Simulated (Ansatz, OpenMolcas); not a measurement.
BH2O (SMILES B[O]): methods side by side

The species is BH2O (4 atoms), meant as a doublet with charge 0. As SMILES, `B[O]`. The coordinates come from a PBE0-D4/def2-TZVP relaxation.

```csv
atom,x (Å),y (Å),z (Å)
B,-0.0011,-0.0103,-0.0151
O,1.0253,-0.3408,0.6769
H,-1.0526,-0.5877,0.1516
H,0.0839,0.8785,-0.8336
```

Each level gives the energy change with the B1–H3 bond stretched from 1.211 to 2.422 Å (eV). The values are calculated.

| level | kind | program | value (eV) | less FCI/STO-3G |
| --- | --- | --- | --- | --- |
| UHF/STO-3G | Hartree–Fock | OpenMolcas | 3.88 | +1.30 |
| UBHLYP/STO-3G | global hybrid | Ansatz | 3.94 | +1.36 |
| UCAM-B3LYP/STO-3G | range-separated hybrid | Ansatz | 3.63 | +1.05 |
| UB2PLYP/STO-3G | double hybrid | Ansatz | 3.32 | +0.74 |
| RPA@PBE/STO-3G | RPA | Ansatz | 2.79 | +0.21 |
| UMP2/STO-3G | perturbation theory | Ansatz | 3.56 | +0.98 |
| MRCI(3,3)/STO-3G | multireference | OpenMolcas | 2.68 | +0.10 |
| UCCSD(T)/STO-3G | coupled cluster or CI | Ansatz | 2.66 | +0.08 |
| UCCSDT/STO-3G | coupled cluster or CI | Ansatz | 2.55 | -0.03 |
| FCI/STO-3G | exact in the basis | Ansatz | 2.58 | 0.00 |

FCI/STO-3G is exact within its basis and frozen core, so for wave-function methods in that basis the difference is their error; functionals converge differently with the basis, so for them it is only a difference. The first shape isn't each level's own minimum. The values span 2.55 to 3.94 eV. Spin contamination of the reference (⟨S²⟩ at least 0.1 too high) touches UHF/STO-3G, UBHLYP/STO-3G, UB2PLYP/STO-3G, UMP2/STO-3G, UCCSD(T)/STO-3G, UCCSDT/STO-3G. All rows use very small basis sets, so none should be taken for the real molecule's value.
